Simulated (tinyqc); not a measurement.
Worked calculation: extended Hueckel theory, for LiH+. The parameters take no account of the charge, which enters only through the electron count. Computed by tinyqc, a small Python program that keeps every step (integrals from PySCF). Settings: charge = 1, K = 2.0, weighted = 1, multiplicity = 2. Command: `OMP_NUM_THREADS=1 python tinyqc.py 24825 24826 out.jsonl` (the two numbers bound the seeds that draw the settings). One thread of a shared host (Intel(R) Xeon(R) Processor @ 2.60GHz), about 0.01 s of CPU time with the checks.

## Overlaps

Geometry (angstrom):

| atom | x | y | z |
|---|---|---|---|
| Li | 0.000000 | 0.000000 | 0.000000 |
| H | 0.000000 | 0.000000 | 1.485000 |

Parameters chosen for this run:

| element | shell | Slater exponent | H_ii (eV) |
|---|---|---|---|
| Li | 2s | 0.650000 | -5.400000 |
| Li | 2p | 0.650000 | -3.500000 |
| H | 1s | 1.300000 | -13.600000 |

Slater orbitals, each expanded in six Gaussians scaled to its exponent.

overlap S, lower triangle:
```
           1Li 2s   1Li 2px   1Li 2py   1Li 2pz     2H 1s
1Li 2s   1.000000
1Li 2px  0.000000  1.000000
1Li 2py  0.000000  0.000000  1.000000
1Li 2pz  0.000000  0.000000  0.000000  1.000000
2H 1s    0.378512  0.000000  0.000000  0.490542  1.000000
```

## Wolfsberg-Helmholz matrix

diagonal H_ii (eV): 1Li 2s -5.400000, 1Li 2px -3.500000, 1Li 2py -3.500000, 1Li 2pz -3.500000, 2H 1s -13.600000

K = 2.000000

H_ij = K' S_ij (H_ii + H_jj)/2 for i != j (the diagonal keeps H_ii), with K' = K + D^2 + D^4 (1 - K), D = (H_ii - H_jj)/(H_ii + H_jj), K = 2.

H (eV), lower triangle:
```
            1Li 2s    1Li 2px    1Li 2py    1Li 2pz       2H 1s
1Li 2s   -5.400000
1Li 2px   0.000000  -3.500000
1Li 2py   0.000000   0.000000  -3.500000
1Li 2pz   0.000000   0.000000   0.000000  -3.500000
2H 1s    -7.736741   0.000000   0.000000  -9.340989  -13.600000
```

## Orbitals

valence electrons = 1

Solve H C = S C e through S^(-1/2); fill by pairs from the bottom, a degenerate level sharing its electrons equally; each orbital has its largest coefficient positive (the first on a tie).

orbital energies (eV): -14.572091  -4.694769  -3.500000  -3.500000  10.050860

occupations: 1.000000  0.000000  0.000000  0.000000  0.000000

coefficients:
```
              MO1        MO2       MO3        MO4        MO5
1Li 2s   0.199352   0.818890  0.000000   0.000000   0.722650
1Li 2px  0.000000   0.000000  0.855693  -0.517484   0.000000
1Li 2py  0.000000   0.000000  0.517484   0.855693   0.000000
1Li 2pz  0.163041  -0.570818  0.000000   0.000000   1.018900
2H 1s    0.823255  -0.096902  0.000000   0.000000  -0.967461
```

sum of one-electron energies = -14.572091 eV

Within a degenerate level the vectors are fixed only up to a rotation; this is one choice.

## Mulliken analysis

P = C n C^T; charge = valence electrons (Li 1, H 1) minus the sum of (P S)_ii on the atom; overlap population = 2 sum P_ij S_ij between two atoms.

charges: 1Li 0.805713, 2H 0.194287

Overlap populations:

| pair | value |
|---|---|
| 2-1 | 0.255927 |
